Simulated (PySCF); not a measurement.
Species: C₄H₆.
SMILES with atom numbers: `[CH2:1]=[CH:2][CH:3]=[CH2:4]` (hydrogens: H5, H6 on C1; H7 on C2; H8 on C3; H9, H10 on C4)

Method used: core-valence-separated Tamm–Dancoff BHandHLYP/aug-pcX-1 (pcseg-1 on H) in PySCF, non-relativistic, gas phase, PBE0-D3(BJ)/def2-SVP geometry.

Computed carbon K-edge spectrum, Gaussian lines of 0.4 eV full width, highest printed point 100; it ends one width below the last computed root. Absolute energies from this functional tend to lie a few eV below measured edges; no shift was applied.

photon energy (eV), absorption and a bar:
```
    281.8          2 #
    281.9          9 ###
    282.0         28 ########
    282.1         60 ##################
    282.2         90 ###########################
    282.3        100 ##############################
    282.4         91 ###########################
    282.5         85 ##########################
    282.6         94 ############################
    282.7         97 #############################
    282.8         78 #######################
    282.9         45 ##############
    283.0         19 ######
    283.1          5 ##
    283.2          1 
    283.3          0 
    283.4          0 
    283.5          0 
    283.6          0 
    283.7          0 
    283.8          0 
    283.9          0 
    284.0          0 
    284.1          0 
    284.2          0 
    284.3          0 
    284.4          0 
    284.5          0 
    284.6          0 
    284.7          0 
    284.8          0 
    284.9          0 
    285.0          0 
    285.1          0 
    285.2          0 
    285.3          0 
    285.4          1 
    285.5          3 #
    285.6          7 ##
    285.7         14 ####
    285.8         23 #######
    285.9         36 ###########
    286.0         57 #################
    286.1         81 ########################
    286.2         92 ############################
    286.3         79 ########################
    286.4         49 ###############
    286.5         22 #######
    286.6          7 ##
    286.7          2 #
    286.8          1 
    286.9          1
```

Question: Where are the maxima, and which lines make them up?

Answer: 3 maxima:
- 282.3 eV: C1/C4 (terminal =CH2 carbon), 282.27 eV, f = 0.114, sum of 2, 1s→π*, 95 % of the height at the exact maximum
- 282.7 eV: C2/C3 (alkene CH carbon), 282.69 eV, f = 0.112, sum of 2, 1s→π*, 94 % of the height at the exact maximum
- 286.2 eV: C1/C4 (terminal =CH2 carbon), 286.21 eV, f = 0.065, sum of 2, 58 % of the height at the exact maximum; C2/C3 (alkene CH carbon), 286.13 eV, f = 0.027, sum of 2, 23 % of the height at the exact maximum; C2/C3 (alkene CH carbon), 286.27 eV, f = 0.021, sum of 2, 17 % of the height at the exact maximum

Further lines of some strength in the range: C1/C4, 285.83 eV, f = 0.020, sum of 2.

Roots within 0.03 eV on the same or equivalent atoms count as one line; shares under 12 % aren't listed.

Vibrational structure and lifetime widths aren't in the curve. The ionisation threshold wasn't computed; near and above it a finite basis only mimics Rydberg series and continuum.

Rough CPU time on one thread of a shared machine: about 14 s.

Conformer computed: `[CH2:1]=[CH:2][CH:3]=[CH2:4]`: C1–C2–C3–C4 180°.

One conformer stands for the species.
